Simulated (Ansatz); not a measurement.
Reaction: NH3 (SMILES N) → NH2 (SMILES [NH2], doublet) + H (doublet) (the H-N bond breaks)
Each species at its own B3LYP-D3(BJ)/def2-TZVP minimum (Ansatz, an electronic-structure program).

Wanted: bond dissociation energy (electronic), in kcal/mol. Open shells are spin-unrestricted; no spin-orbit coupling. CBS(X,Y): correlation extrapolated as X^-3, Hartree-Fock from the larger set (Q,5: extrapolated as (X+1)exp(-9√X)). A bracket is a step between two methods taken in the basis named. Functionals run without relativity, which enters their misses. Double hybrids freeze cores in their MP2 part. '+ core + X2C': CCSD(T) terms for core correlation (cc-pwCVTZ) and scalar relativity (cc-pVTZ-DK). For partners of very few electrons the exact lower level stands in for a higher one.

CCSD(T)/CBS(cc-pVQZ,cc-pV5Z) + [CCSDT(Q) - CCSD(T)]/cc-pVQZ + [CCSDTQ - CCSDT(Q)]/cc-pVDZ + core + X2C (Ansatz) gives 115.5 kcal/mol.

Task: How far off this value is PBE/def2-TZVPD (Ansatz), in which direction, and which of these levels come nearer: r2SCAN/def2-TZVPD, B3LYP/def2-TZVPD, wB97M-V/def2-TZVPD, B2PLYP/def2-TZVPD, CCSD(T)/CBS(cc-pVQZ,cc-pV5Z) + core + X2C?

Result: PBE gives 112.8 kcal/mol, 2.7 kcal/mol below it. Differences of the others: r2SCAN/def2-TZVPD (Ansatz) -5.3; B3LYP/def2-TZVPD (Ansatz) -3.0; wB97M-V/def2-TZVPD (Ansatz) -0.9; B2PLYP/def2-TZVPD (Ansatz) -3.0; CCSD(T)/CBS(cc-pVQZ,cc-pV5Z) + core + X2C (Ansatz) 0.1 kcal/mol. Nearer than PBE: wB97M-V/def2-TZVPD, CCSD(T)/CBS(cc-pVQZ,cc-pV5Z) + core + X2C.
